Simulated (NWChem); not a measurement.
# One shape, several levels: C2H4Si (ethynylsilane)

Wanted: a comparison of 6 runs (B3LYP/6-311+G**, BHLYP/6-311+G**, BLYP/6-311+G**, PBE/6-311+G**, PBE0/6-311+G**, TPSS/6-311+G**) of C2H4Si (ethynylsilane). 

The results are computed with NWChem 7.3.0.

## Step 1: The molecule

C2H4Si has 7 atoms, charge 0, and is taken as a singlet. As SMILES, `C#C[SiH3]`. Geometry: relaxed at PBE0-D4/def2-TZVP.

Bond lengths: C1–C2 1.206 Å, C2–Si3 1.823 Å, C1–H4 1.066 Å, Si3–H5 1.483 Å, Si3–H6 1.483 Å, Si3–H7 1.483 Å. Angles: C1–C2–Si3 180.0°, C2–C1–H4 180.0°, C2–Si3–H5 109.3°, C2–Si3–H6 109.3°, C2–Si3–H7 109.3°, H5–Si3–H6 109.6°, H5–Si3–H7 109.6°, H6–Si3–H7 109.6°.

## Step 2: Energy and gradient at B3LYP/6-311+G(d,p) (run 1)

c2h4si.nw reads:

```
start c2h4si
memory 2200 mb
charge 0

geometry units bohr noautosym nocenter noautoz
  C  -1.09736396 -3.53643347  0.32541084
  C  -0.41290516 -1.37288603  0.11791891
  Si  0.62323168  1.89785195 -0.19615357
  H  -1.70264324 -5.44902528  0.50890325
  H  -0.17857912  2.88806844 -2.69285973
  H  -0.53233585  3.43571107  1.84229400
  H   3.41643586  2.00858990  0.00831479
end

basis "ao basis" spherical bse
  C library 6-311+G**
  Si library 6-311+G**
  H library 6-311+G**
end

dft
  xc b3lyp
  grid fine
  convergence energy 1e-08
  maxiter 100
  mulliken
  print medium
end

task dft gradient
```

Started as:

```
$ nwchem c2h4si.nw > c2h4si.out
```

What it wrote:

```text
[...]
          Wavefunction type:  closed shell.
          No. of atoms     :     7
          No. of electrons :    30
[...]
          Charge           :     0
          Spin multiplicity:     1
[...]
          AO basis - number of functions:    98
[...]
              XC Information
              --------------
                         B3LYP Method XC Potential
                     Hartree-Fock (Exact) Exchange  0.200
                        Slater Exchange Functional  0.800 local
                    Becke 1988 Exchange Functional  0.720 non-local
              Lee-Yang-Parr Correlation Functional  0.810
                  VWN I RPA Correlation Functional  0.190 local
[...]
 d= 0,ls=0.0,diis     1   -368.0493048660 -4.51D+02  7.12D-03  7.12D-01     2.8
[...]
 d= 0,ls=0.0,diis     8   -368.0923954553  2.81D-09  2.26D-06  9.66D-08    19.1
         Total DFT energy =     -368.092395455320
      One electron energy =     -670.469603519521
           Coulomb energy =      252.555981521134
    Exchange-Corr. energy =      -33.226664180054
 Nuclear repulsion energy =       83.047890723121
[...]
      Total Density - Mulliken Population Analysis
     ---------------------------------------------
    Atom       Charge   Shell Charges
 -----------   ------   -------------------------------------------------------
    1 C    6     6.07   1.10  0.88  0.65  0.80  1.33  0.51  0.73 -0.06  0.09  0.03
    2 C    6     6.34   1.10  0.88  0.64  0.79  1.41  0.67  0.82 -0.12  0.11  0.03
    3 Si  14    13.41   0.79  1.18  0.95  1.04  0.84  0.40  1.98  3.89  0.70  1.32  0.09  0.04  0.04  0.15
    4 H    1     0.84   0.27  0.48  0.07  0.03
    5 H    1     1.12   0.25  0.58  0.27  0.01
    6 H    1     1.12   0.25  0.58  0.27  0.01
    7 H    1     1.12   0.25  0.58  0.27  0.01
[...]
  wavefunction    = closed shell
                         DFT ENERGY GRADIENTS
    atom               coordinates                        gradient
                 x          y          z           x          y          z
   1 C      -1.097364  -3.536433   0.325411    0.002106   0.006633  -0.000638
   2 C      -0.412905  -1.372886   0.117919   -0.000506  -0.001564   0.000151
   3 Si      0.623232   1.897852  -0.196154   -0.001065  -0.003401   0.000365
   4 H      -1.702643  -5.449025   0.508903   -0.000449  -0.001418   0.000136
   5 H      -0.178579   2.888068  -2.692860   -0.000171  -0.000061  -0.000316
   6 H      -0.532336   3.435711   1.842294   -0.000201  -0.000010   0.000259
   7 H       3.416436   2.008590   0.008315    0.000286  -0.000180   0.000043
[...]
```

Run time: 26 s. Hardware: 1 thread of Intel Xeon Platinum 8259CL at 2.50GHz (Skylake/Cascade Lake), shared host; peak memory 0.12 GiB.

## Step 3: Energy and gradient at BHLYP/6-311+G(d,p) (run 2)

nw.nw reads:

```
start nw
memory 2200 mb
charge 0

geometry noautosym nocenter noautoz
C    -0.580700   -1.871400    0.172200
C    -0.218500   -0.726500    0.062400
Si    0.329800    1.004300   -0.103800
H    -0.901000   -2.883500    0.269300
H    -0.094500    1.528300   -1.425000
H    -0.281700    1.818100    0.974900
H     1.807900    1.062900    0.004400
end

basis "ao basis" spherical bse
* library 6-311+G**
end

dft
xc bhlyp
grid fine
convergence energy 1e-08
maxiter 100
mulliken
end

task dft gradient
```

Started as:

```
$ nwchem nw.nw > nw.out
```

What it wrote:

```text
[...]
          Wavefunction type:  closed shell.
          No. of atoms     :     7
          No. of electrons :    30
[...]
          Charge           :     0
          Spin multiplicity:     1
[...]
          AO basis - number of functions:    98
[...]
              XC Information
              --------------
                        BHLYP Method XC Functional
                     Hartree-Fock (Exact) Exchange  0.500
                        Slater Exchange Functional  0.500 local
                    Becke 1988 Exchange Functional  0.500 non-local
              Lee-Yang-Parr Correlation Functional  1.000
[...]
 d= 0,ls=0.0,diis     1   -367.9760910751 -4.51D+02  6.45D-03  3.96D-01     3.3
[...]
 d= 0,ls=0.0,diis     8   -368.0147693781 -5.05D-09  1.65D-06  6.69D-08    18.8
         Total DFT energy =     -368.014769378134
      One electron energy =     -670.365201990098
           Coulomb energy =      252.462212982638
    Exchange-Corr. energy =      -33.159677121908
 Nuclear repulsion energy =       83.047896751235
[...]
      Total Density - Mulliken Population Analysis
     ---------------------------------------------
    Atom       Charge   Shell Charges
 -----------   ------   -------------------------------------------------------
    1 C    6     6.10   1.10  0.89  0.63  0.78  1.35  0.52  0.75 -0.04  0.09  0.04
    2 C    6     6.33   1.10  0.89  0.62  0.77  1.43  0.67  0.87 -0.14  0.10  0.03
    3 Si  14    13.32   0.79  1.18  0.95  1.03  0.81  0.40  1.97  3.91  0.66  1.31  0.04  0.05  0.04  0.16
    4 H    1     0.84   0.26  0.49  0.05  0.03
    5 H    1     1.14   0.25  0.60  0.28  0.01
    6 H    1     1.14   0.25  0.60  0.28  0.01
    7 H    1     1.14   0.25  0.60  0.28  0.01
[...]
  wavefunction    = closed shell
                         DFT ENERGY GRADIENTS
    atom               coordinates                        gradient
                 x          y          z           x          y          z
   1 C      -1.097364  -3.536433   0.325411   -0.003335  -0.010571   0.001011
   2 C      -0.412905  -1.372886   0.117919    0.005760   0.018253  -0.001749
   3 Si      0.623232   1.897852  -0.196154   -0.001653  -0.005261   0.000545
   4 H      -1.702643  -5.449025   0.508903   -0.001988  -0.006281   0.000603
   5 H      -0.178579   2.888068  -2.692860   -0.001155   0.001455  -0.003615
   6 H      -0.532336   3.435711   1.842294   -0.001650   0.002224   0.002915
   7 H       3.416436   2.008590   0.008315    0.004022   0.000181   0.000290
[...]
```

It took 26 s on 1 thread of Intel Xeon Platinum 8259CL at 2.50GHz (Skylake/Cascade Lake), shared host; peak memory 0.12 GiB.

Run 3 isn't shown in full; the table further down has it.

## Step 4: Energy and gradient at PBE/6-311+G(d,p) (run 4)

run.py reads:

```python
from ase import Atoms
from ase.calculators.nwchem import NWChem

molecule = Atoms(['C', 'C', 'Si', 'H', 'H', 'H', 'H'], positions=[
    [-0.580700, -1.871400, 0.172200],
    [-0.218500, -0.726500, 0.062400],
    [0.329800, 1.004300, -0.103800],
    [-0.901000, -2.883500, 0.269300],
    [-0.094500, 1.528300, -1.425000],
    [-0.281700, 1.818100, 0.974900],
    [1.807900, 1.062900, 0.004400],
])

calc = NWChem(
    label='c2h4si',
    theory='dft',
    memory='2200 mb',
    basis='6-311+G**',
    basispar='spherical bse',
    dft={'xc': 'xpbe96 cpbe96', 'mult': '1', 'grid': 'fine', 'convergence': 'energy 1e-08', 'iterations': '100', 'mulliken': None},
)
molecule.calc = calc

forces = molecule.get_forces()
print("Total energy (eV):", round(molecule.get_potential_energy(), 6))
print("forces (eV/A):")
for s, f in zip(molecule.symbols, forces):
    print(f"{s:2s} {f[0]:10.5f} {f[1]:10.5f} {f[2]:10.5f}")
print("dipole (e A):", molecule.get_dipole_moment().round(4))
```

Started as:

```
$ export ASE_NWCHEM_COMMAND="nwchem PREFIX.nwi > PREFIX.nwo"
$ python run.py
```

What it wrote:

```text
Total energy (eV): -10008.346711
forces (eV/A):
C    -0.35348   -1.11648    0.10716
C     0.35291    1.11385   -0.10686
Si   -0.00946   -0.02813    0.00077
H    -0.06952   -0.21968    0.02108
H    -0.06063    0.09194   -0.20224
H    -0.08999    0.13725    0.16465
H     0.23022    0.02119    0.01548
dipole (e A): [-0.0183 -0.0582  0.0056]
```

The calculator wrote c2h4si.nwi:

```
title "c2h4si"

permanent_dir c2h4si

scratch_dir c2h4si

start c2h4si

geometry units angstrom nocenter noautosym noautoz
  C  -5.8069999999999999e-01 -1.8714000000000000e+00 1.7219999999999999e-01
  C  -2.1850000000000000e-01 -7.2650000000000003e-01 6.2399999999999997e-02
  Si 3.2979999999999998e-01 1.0043000000000000e+00 -1.0380000000000000e-01
  H  -9.0100000000000002e-01 -2.8835000000000002e+00 2.6929999999999998e-01
  H  -9.4500000000000001e-02 1.5283000000000000e+00 -1.4250000000000000e+00
  H  -2.8170000000000001e-01 1.8181000000000000e+00 9.7489999999999999e-01
  H  1.8079000000000001e+00 1.0629000000000000e+00 4.4000000000000003e-03
end

memory 2200 mb

basis spherical bse noprint
   * library 6-311+G**
end

dft
  xc xpbe96 cpbe96
  mult 1
  grid fine
  convergence energy 1e-08
  iterations 100
  mulliken
end

task dft gradient
```

c2h4si.nwo, shortened:

```text
[...]
         Total DFT energy =     -367.799960728352
[...]
  wavefunction    = closed shell
                         DFT ENERGY GRADIENTS
    atom               coordinates                        gradient
                 x          y          z           x          y          z
   1 C      -1.097364  -3.536433   0.325411    0.006874   0.021712  -0.002084
   2 C      -0.412905  -1.372886   0.117919   -0.006863  -0.021661   0.002078
   3 Si      0.623232   1.897852  -0.196154    0.000184   0.000547  -0.000015
   4 H      -1.702643  -5.449025   0.508903    0.001352   0.004272  -0.000410
   5 H      -0.178579   2.888068  -2.692860    0.001179  -0.001788   0.003933
   6 H      -0.532336   3.435711   1.842294    0.001750  -0.002669  -0.003202
   7 H       3.416436   2.008590   0.008315   -0.004477  -0.000412  -0.000301
[...]
```

It took 26 s on 1 thread of Intel Xeon Platinum 8259CL at 2.50GHz (Skylake/Cascade Lake), shared host; peak memory 0.12 GiB.

Run 5 isn't shown in full; the table further down has it.

## Step 5: Energy and forces at TPSS/6-311+G(d,p) (run 6)

c2h4si.nw reads:

```
start c2h4si
title "C2H4Si TPSS"
memory total 2200 mb
geometry units angstrom noautosym nocenter noautoz
 C       -0.580700      -1.871400       0.172200
 C       -0.218500      -0.726500       0.062400
 Si       0.329800       1.004300      -0.103800
 H       -0.901000      -2.883500       0.269300
 H       -0.094500       1.528300      -1.425000
 H       -0.281700       1.818100       0.974900
 H        1.807900       1.062900       0.004400
end
basis spherical bse
 * library 6-311+G**
end
dft
 xc xtpss03 ctpss03
 mult 1
 grid fine
 convergence energy 1e-08
 iterations 100
 mulliken
end
task dft gradient
```

Started as:

```
$ nwchem c2h4si.nw > c2h4si.out
```

What it wrote:

```text
[...]
          Wavefunction type:  closed shell.
          No. of atoms     :     7
          No. of electrons :    30
[...]
          Charge           :     0
          Spin multiplicity:     1
[...]
          AO basis - number of functions:    98
[...]
              XC Information
              --------------
                  TPSS metaGGA Exchange Functional  1.000
             TPSS03 metaGGA Correlation Functional  1.000
[...]
 d= 0,ls=0.0,diis     1   -368.0690855061 -4.51D+02  8.01D-03  5.55D-01     3.1
[...]
 d= 0,ls=0.0,diis     9   -368.1081195630 -1.96D-09  1.62D-06  1.47D-07    23.4
         Total DFT energy =     -368.108119563014
      One electron energy =     -670.484914325040
           Coulomb energy =      252.582807457765
    Exchange-Corr. energy =      -33.253909446974
 Nuclear repulsion energy =       83.047896751235
[...]
      Total Density - Mulliken Population Analysis
     ---------------------------------------------
    Atom       Charge   Shell Charges
 -----------   ------   -------------------------------------------------------
    1 C    6     6.11   1.11  0.88  0.64  0.79  1.35  0.57  0.67 -0.01  0.07  0.03
    2 C    6     6.20   1.11  0.88  0.63  0.79  1.43  0.66  0.82 -0.16  0.02  0.02
    3 Si  14    13.55   0.79  1.18  0.95  1.03  0.81  0.48  1.98  3.90  0.66  1.41  0.06  0.10  0.06  0.15
    4 H    1     0.85   0.27  0.51  0.05  0.03
    5 H    1     1.09   0.25  0.61  0.22  0.01
    6 H    1     1.09   0.25  0.61  0.22  0.01
    7 H    1     1.09   0.25  0.61  0.22  0.01
[...]
  wavefunction    = closed shell
                         DFT ENERGY GRADIENTS
    atom               coordinates                        gradient
                 x          y          z           x          y          z
   1 C      -1.097364  -3.536433   0.325411    0.005895   0.018617  -0.001787
   2 C      -0.412905  -1.372886   0.117919   -0.004916  -0.015505   0.001488
   3 Si      0.623232   1.897852  -0.196154   -0.000792  -0.002534   0.000281
   4 H      -1.702643  -5.449025   0.508903    0.000211   0.000666  -0.000064
   5 H      -0.178579   2.888068  -2.692860    0.000054  -0.000425   0.000451
   6 H      -0.532336   3.435711   1.842294    0.000131  -0.000542  -0.000356
   7 H       3.416436   2.008590   0.008315   -0.000584  -0.000277  -0.000014
[...]
```

Wall time 33 s (1 thread of Intel Xeon Platinum 8259CL at 2.50GHz (Skylake/Cascade Lake), shared host); peak memory 0.12 GiB.

## Step 6: All runs side by side

```tsv
run	level	energy (Eh)	dipole moment (D)	HOMO energy (eV)	LUMO energy (eV)	wall time
1	B3LYP/6-311+G**	-368.092395	0.31	-8.07	-0.32	26 s
2	BHLYP/6-311+G**	-368.014769	0.34	-9.36	0.48	26 s
3	BLYP/6-311+G**	-368.030114	0.30	-6.94	-0.90	30 s
4	PBE/6-311+G**	-367.799961	0.29	-7.10	-1.04	26 s
5	PBE0/6-311+G**	-367.835499	0.32	–	–	26 s
6	TPSS/6-311+G**	-368.108120	0.33	-7.13	-0.85	33 s
```

## Step 7: Results

| quantity | value |
| --- | --- |
| run 6: total energy | -368.10812 Eh |
| run 6: dipole moment | 0.33 D |
| run 6: HOMO energy | -7.13 eV |
| run 6: LUMO energy | -0.85 eV |
| run 6: HOMO–LUMO gap | 6.29 eV |
| run 6: largest force on an atom | 1.008 eV/Å |

In words: The dipole moment (its size) runs from 0.29 D (PBE/6-311+G**) to 0.34 D (BHLYP/6-311+G**). Over runs 1, 2, 3, 4, 6 the HOMO–LUMO gap runs from 6.03 eV (BLYP/6-311+G**) to 9.84 eV (BHLYP/6-311+G**). Totals of different functionals can't be ranked against each other. All runs together took 2.8 min, the longest 33 s.
